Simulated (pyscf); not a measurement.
Single points on ωB97X-D3(BJ)/def2-SVP structures (PySCF, gas phase).

**Question.** For the elementary gas-phase step `[CH3][V]([Cl])([Cl])[Cl]` [doublet] + `[ClH]` -> `[Cl][V]([Cl])([Cl])[Cl]` [doublet] + `[CH4]` (doublet surface; C–V, Cl–H broken, Cl–V, C–H formed), what barrier and reaction energy does ωB97M-D3(BJ)/def2-TZVP give, measured from the separated reactants?

**Answer.** ΔE‡ = 83.5 kJ/mol, ΔE = -127.8 kJ/mol. Zero-point energy shifts the barrier by +0.9 kJ/mol. It is a four-centre exchange, with an imaginary mode of 946i cm⁻¹. One saddle was located; it need not be the lowest between these sides. Open-shell species with a d-block atom are single-reference here; other states, and whether the spin sits on metal or ligand, were not checked.
